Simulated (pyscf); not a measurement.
Optimised with ωB97X-D3(BJ)/def2-SVP in PySCF.

Question: H₂N–SiH₂–NH–SiH₂–NH₂ + H₂O → H₂N–SiH₂–NH–SiH(NH₂)–OH + H₂
Surface: singlet. Broken: H–Si, H–O. Formed: O–Si, H–H. Give ΔE‡ and ΔE from ωB97M-D3(BJ)/def2-TZVP, relative to the separated reactants.

Answer: ΔE‡ = 1.23 eV, ΔE = -1.16 eV. Zero-point energy shifts the barrier by +0.01 eV. It is a four-centre exchange, with an imaginary mode of 1126i cm⁻¹. On the reactant side the descent ends in a bound adduct (not fully relaxed), 0.36 eV under the separated species and 1.63 eV under the saddle at ωB97X-D3(BJ)/def2-TZVP. One saddle was located; it need not be the lowest between these sides.
